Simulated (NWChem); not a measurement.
## Atomisation of ClNa

SMILES: [Na][Cl]
```xyz
2

Na     0.0000     0.0000    -1.4253
Cl     0.0000     0.0000     0.9223
```
Charge 0, spin multiplicity 1.

The numbers come from NWChem runs, not from measurements. The geometry was optimised at PBE/def2-SVP, a minimum by its harmonic frequencies.

Basis set: def2-QZVP. The atomisation energy is electronic alone: no zero-point, thermal, spin-orbit or counterpoise terms. No value is extrapolated to the basis-set limit. Free atoms are single determinants with multiplicities Na 2, Cl 2. Correlated methods freeze the same cores in atoms and molecule, 6 orbitals in all.

Costs are rough ratios of processor time within this set of runs, SCF included, with HF as 1. Costs are the molecule's.

B3LYP has NWChem's definition, with VWN1-RPA local correlation. The structure started from a generated list of species. The stability of the SCF solutions was not checked. Open-shell Hartree-Fock references start from PBE0 orbitals; any time given for them includes that run. Coupled-cluster values serve here as a point of comparison, not as the truth.

| method | atomisation energy (kcal/mol) | relative cost |
|---|---|---|
| HF | 69.7 | 1 |
| BHandHLYP | 90.7 | under 3 |
| r2SCAN | 96.7 | under 3 |
| B3LYP | ___ | under 3 |
| PBE | 94.0 | under 3 |
| PBE0 | 93.3 | under 3 |
| TPSS | 95.8 | under 3 |
| MP2 | 99.8 | under 3 |
| CCSD(T) | ___ | 20 |

Question: Some entries are withheld; supply them.

Answer: 
- B3LYP, atomisation energy (kcal/mol): 92.4
- CCSD(T), atomisation energy (kcal/mol): 96.9
